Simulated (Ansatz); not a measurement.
The cluster MgCl₂⁻, relaxed as a doublet with UKS PBE0-D4/def2-TZVPD in Ansatz, starting from the GFN2-xTB geometry. Force threshold 0.02 eV/Å.

The relaxation made no stability test and no search for a lower SCF solution. The structure comes from a short search, and lower isomers may exist.

Start:

```csv
atom,x (Å),y (Å),z (Å)
Mg1,0.0097,-0.0059,0.0046
Cl2,-1.2287,-0.5403,1.8904
Cl3,1.2191,0.5463,-1.8950
```

(1) Estimate the energy that the relaxation releases and the steps that it takes.

(2) Does the start keep its bonding and symmetry?

(3) Predict the relaxed structure.

Results:

(1) 0.47 eV, in 11 steps; 14 s on 4 threads of Arm Neoverse V1 on a shared host. No frequencies were taken in this run, so the end may be a saddle point.

(2) By distances, no bond broke or formed. The bond that changes most is Mg1–Cl3, from 2.32 to 2.31 Å (atoms count from 1). Point group D∞h at the start, C2v at the end, both within 0.05 Å.

(3) 
Cartesian coordinates in Å:
```
Mg 0.6206 -0.3782 0.2928
Cl -1.3600 -0.2768 1.4768
Cl 0.7393 0.6551 -1.7696
```
Bond lengths: 2 × Cl–Mg 2.31 Å.
